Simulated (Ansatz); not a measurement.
# SiH+ (singlet): wave-function methods side by side, cc-pVTZ

The task here is to estimate one member of a computed series from the others.

Program: Ansatz 0.2.0, Gaussian basis. Level of theory: cc-pVTZ, core rule «outside noble gas», up to 5 orbitals frozen. These are calculated values, not measurements.

Plan: UHF; CCSD(T) on RHF; CCSD(T) on UHF; BCCD(T) on RHF; CISD; CCSDT(Q) on RHF; CCSDT(Q) on UHF; CASSCF and MRCISD+Q, 4 electrons in 5 orbitals; CASSCF and NEVPT2, 4 electrons in 5 orbitals; Full CI.

15 further runs of the same task are left out: 5 that didn't finish, 10 set aside as unsound or not needed.

**What is computed**

The geometry is a PBE0/def2-TZVP stationary point (not a proven minimum) of the parent state, kept for this charge and spin.

2 atoms, charge 1, spin multiplicity 1.

Atoms are counted from 1 here; the program's logs count them from 0.

Bond lengths: Si1–H2 1.532 Å.

Set-up of the first run:

The input, in.yaml:

```yaml
crystal:
  periodic: [false, false, false]
  atoms:
    - {symbol: Si, position_ang: [0.000000, 0.000000, 0.000000]}
    - {symbol: H, position_ang: [0.000000, 0.000000, 1.531705]}
basis:
  gaussian: {orbitals: cc-pVTZ}
total_charge: 1
magnetization: {spin_polarized: true, initial_magnetization: 0}
hamiltonian: {xc: hf}
output: {orbitals: {seedname: orbitals}}
```

The run is started by

```
ansatz run in.yaml --threads 1 --pin off --events-out ev --progress --plain --max-ram 2393MiB
```

Among the steps run: UHF; CCSD(T) on RHF; CCSD(T) on UHF; BCCD(T) on RHF; CISD; CCSDT(Q) on RHF; CCSDT(Q) on UHF; CASSCF and MRCISD+Q, 4 electrons in 5 orbitals; CASSCF and NEVPT2, 4 electrons in 5 orbitals; Full CI.

One of the session's tables, all rows but one given; the rest of the session is left out.

| method | from FCI (kcal/mol) |
| --- | --- |
| RHF | +59.25 |
| UHF | +59.20 |
| RMP2 | +15.46 |
| CISD | +2.87 |
| RCCSD | ? |
| RCCSD(T) | +0.29 |
| BCCD(T) | +0.29 |
| RCCSDT | +0.04 |
| RCCSDT(Q) | +0.01 |
| CASSCF valence | +26.46 |
| NEVPT2 valence | +9.11 |
| MRCISD valence | +1.04 |
| MRCISD+Q valence | +0.41 |
| FCI | 0 |

**Question.** Estimate the row for RCCSD.

The run gave: from FCI (kcal/mol): +1.31. In the column «from FCI (kcal/mol)» it lies between MRCISD valence (+1.04) and CISD (+2.87).

Among the levels timed on like hardware and quicker than the yardstick, those that no quicker one beats, quickest first: RCCSD(T) (0.39 s, +0.29 kcal/mol).

Not comparable, so not listed: CCSD(T) on UHF; CCSDT(Q) on UHF (they don't share determinant, frozen orbitals or solution with the rows shown, or repeat one).

Caveats from the session: The yardstick is full CI for this spin, exact in this basis with these frozen cores. Of the multireference levels listed MRCISD+Q valence comes nearest in total energy (+0.41 kcal/mol), which doesn't show that its space is the better one.
